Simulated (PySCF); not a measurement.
## CO: frontier orbitals

RHF at R = 1.127 Å; C cc-pVTZ, O cc-pVTZ; no relativity (PySCF 2.14). State: ¹Σ⁺ (singlet), closed shell. Only the outer orbitals are listed, counted within each symmetry.

| orbital | occ. | ε (eV) | on C (%) | main shells (%) |
| --- | --- | --- | --- | --- |
| 3σ | 2 | -41.42 | 31 | 63 O s, 17 C s, 13 C p |
| 4σ | 2 | -21.87 | 19 | 57 O p, 23 O s, 18 C s |
| 1π | 2 | -17.40 | 26 | 73 O p, 23 C p |
| 1π | 2 | -17.40 | 26 | 73 O p, 23 C p |
| 5σ | 2 | -15.06 | 93 | 57 C s, 36 C p |
| 2π | 0 | 3.78 | 85 | 85 C p, 15 O p |
| 2π | 0 | 3.78 | 85 | 85 C p, 15 O p |

Problem. Which are the highest filled and the lowest empty level, where do they sit, and how wide is the gap?

Solution. Highest filled 5σ at -15.06 eV (in %: 57 C s, 36 C p); lowest empty 2π at 3.78 eV (in %: 85 C p, 15 O p); the gap at RHF is 18.84 eV. An empty level above zero is unbound, and its energy depends on the basis.

| Item | Value |
| --- | --- |
| bond order (Mayer) | 2.46 |
| ⟨S²⟩ | 0.000 |
| charge on C (Mulliken, basis-dependent) | 0.07 |
| charge on C (Löwdin, basis-dependent) | -0.09 |
| dipole moment (positive dipole means C(−)O(+)) | -0.24 D |
| polarisability along the bond | 13.4 bohr³ |
| polarisability across the bond | 9.6 bohr³ |
